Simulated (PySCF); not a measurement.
# How the functional moves excitation energies

Difluoroborane, BF2H.
SMILES: `FBF`

Linear-response calculations in the def2-SVPD basis (PySCF; singlets by full response, triplets Tamm–Dancoff, core orbitals frozen in the response; HF means time-dependent Hartree–Fock). 'Strongest' is the level of largest summed f among the singlets computed (10 roots, of which the last may lack a degenerate partner); it can jump between rows when another state enters that window. S1 is the lowest singlet of each run and needn't be the same state throughout; f(S1) is that of one state. Geometry: PBE0-D3(BJ)/def2-SVP; no solvent, vibrations or thermal averaging.

```csv
functional,kind,S1 (eV),f(S1),strongest (eV),T1 (eV),HOMO (eV),gap (eV),"ionisation energy, ΔSCF (eV)"
LDA,LDA,7.92,0.040,10.93,7.04,-9.28,7.44,13.73
PBE,GGA,8.07,0.038,10.89,7.07,-9.20,7.66,13.59
B3LYP,"global hybrid, 20% exact exchange",8.53,0.046,11.50,7.52,-10.71,9.95,14.12
PBE0,"global hybrid, 25% exact exchange",8.60,0.049,11.71,7.45,-10.93,10.48,14.09
CAM-B3LYP,range-separated hybrid,8.64,0.050,11.75,7.60,-12.50,13.15,14.30
wB97X-D,range-separated hybrid,8.77,0.052,11.91,7.83,-12.92,14.49,14.23
LC-wPBE,range-separated hybrid,8.70,0.049,12.07,7.53,-13.84,15.85,14.35
HF,Hartree–Fock,9.95,0.086,13.18,8.29,-15.26,17.37,not settled
```

Task: What does BHandHLYP (global hybrid, 50% exact exchange) give?

Result: S1 (eV) 9.10, f(S1) 0.060, strongest (eV) 12.27, T1 (eV) 7.93, HOMO (eV) -12.64, gap (eV) 13.22, ionisation energy, ΔSCF (eV) 14.49. S1 runs from 7.92 eV (LDA) to 9.95 eV (HF), a spread of 2.03 eV, while the orbital gap spreads over 9.9 eV. Along PBE (0%), B3LYP (20%), PBE0 (25%), BHandHLYP (50%), HF (100%) S1 rises with the share of exact exchange. −ε(HOMO) comes closest to its own ΔSCF ionisation energy with LC-wPBE (-0.50 eV) and misses most with LDA (-4.46 eV). 'Not settled' means that the ion's SCF failed to converge or may have ended in another state than the lowest.
